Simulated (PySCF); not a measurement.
Start geometry of `[SiH4]` from GFN2-xTB (Å):
```
atom  x, y, z in Å
Si1    0.0034    0.0013   -0.0071
H2    -0.1802    1.2035   -0.8156
H3    -0.7165    0.1493    1.2553
H4     1.4263   -0.1915    0.2637
H5    -0.5158   -1.1569   -0.7307
```

What comes out of this run: PBE0-D3(BJ)/def2-SVP geometry optimisation, gas phase in PySCF?

```
atom  x, y, z in Å
Si1    0.0035    0.0011   -0.0069
H2    -0.1842    1.2299   -0.8339
H3    -0.7317    0.1532    1.2836
H4     1.4576   -0.1961    0.2688
H5    -0.5279   -1.1824   -0.7460
```

The energy falls by 3.9 kJ/mol over 3 energy and gradient evaluations, the largest force component goes from 0.0120 to 7.1e-05 Eh/bohr, and the atoms move by 0.029 Å rms after alignment. Among the bonds, Si1–H2, Si1–H3, Si1–H4 and Si1–H5 change most and about equally (+0.032 to +0.033 Å). Bonds longer at the end by more than 0.005 Å: 4 of 4; shorter: 0. The orientation of the end geometry is arbitrary; only internal coordinates are fixed.

The run used 38 basis functions and 15 SCF cycles in all.

Not checked by PBE0-D3(BJ)/def2-SVP frequencies.
